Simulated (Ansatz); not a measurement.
in.yaml

```yaml
crystal:
  periodic: [false, false, false]
  atoms:
    - {symbol: Br, position_ang: [0.000000, 0.000000, 0.000000]}
    - {symbol: H, position_ang: [0.000000, 0.000000, 1.581000]}
basis:
  gaussian: {orbitals: def2-SVP}
magnetization: {spin_polarized: false}
correlation: {method: ccsd_t, electrons: outside_noble_gas}
output: {forces: true}
```

```sh
$ ansatz run in.yaml --threads 1 --pin off --events-out ev --progress --plain --max-ram 2393MiB
```

Output:

```
359 factors; integrals over basis functions are off by at most 1.3e-3 eV
mean field evaluation 1: about -70005.5223 eV, gradient 1.0e1 eV
mean field evaluation 2: about -70005.5239 eV, gradient 1.0e1 eV
mean field evaluation 4: about -70005.9843 eV, gradient 1.1e0 eV
mean field evaluation 8: about -70005.9913 eV, gradient 2.2e-5 eV
mean field evaluation 16: about -70005.9906 eV, gradient 3.8e-1 eV
mean field -70005.99129803 eV, -2572.6727284375 hartree, gradient 1.8e-6 eV, S^2 0.000000; 0 other end points of the search recorded, 0 dependent functions left out
14 core orbitals not correlated: weight in the atoms' cores, before any rotation towards them, 1.000 or more for the frozen orbitals, at most 0.000 for the correlated occupied ones
reference -70005.99129803 eV, -2572.6727284375 hartree; 4, 4 occupied and 19, 19 virtual orbitals, 359 factors
second order -3.58790204 eV of doubles, -0.00000000 eV of singles
cycle   1  -3.93119252 eV  change   -3.4e-1 eV  update   3.9e-2
cycle   2  -4.03835690 eV  change   -1.1e-1 eV  update   1.4e-2
cycle   3  -4.04463067 eV  change   -6.3e-3 eV  update   2.9e-3
cycle   4  -4.04488613 eV  change   -2.6e-4 eV  update   6.8e-4
cycle   5  -4.04472982 eV  change    1.6e-4 eV  update   1.9e-4
cycle   6  -4.04472813 eV  change    1.7e-6 eV  update   5.4e-5
cycle   7  -4.04473470 eV  change   -6.6e-6 eV  update   1.3e-5
cycle   8  -4.04473203 eV  change    2.7e-6 eV  update   2.3e-6
perturbative correction -0.07621971 eV, -0.0028010226 hartree
the calculation of the forces begins
Total energy: -70010.11224977 eV, -2572.8241706206 hartree
Atom 0 at     0.000000     0.000000     0.000000 Å, force    -0.000000     0.000000     2.862129 eV/Å
Atom 1 at     0.000000     0.000000     1.581000 Å, force    -0.000000     0.000000    -2.862129 eV/Å
Dipole moment:     0.000000    -0.000000     0.222621 e Å
```

Forces (eV/Å):
```
Br   0.000  0.000  2.862
H    0.000  0.000 -2.862
```

Ran on 1 thread of Arm Neoverse V1, shared host: 0.51 s wall, 0.08 GiB peak host memory.
